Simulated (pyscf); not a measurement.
PySCF, gas phase, ωB97X-D3(BJ)/def2-SVP geometries.

Q: O=V(OH)(OH)–F + H₂O -> O=V(OH)(OH)–OH + HF
Surface: singlet. Broken: F–V, H–O. Formed: O–V, F–H. Give ΔE‡ and ΔE from ωB97M-D3(BJ)/def2-TZVP, relative to the separated reactants.

A: ΔE‡ = 0.55 eV, ΔE = +0.34 eV. Zero-point energy shifts the barrier by +0.03 eV. It is a four-centre exchange, with an imaginary mode of 503i cm⁻¹. On the reactant side the descent ends in a complex (not fully relaxed), 0.21 eV under the separated species and 0.72 eV under the saddle at ωB97X-D3(BJ)/def2-TZVP. On the product side the descent ends in a bound adduct, 0.35 eV under the separated species and 0.53 eV under the saddle at ωB97X-D3(BJ)/def2-TZVP. This is the saddle that the search found; another between the same sides may lie lower.
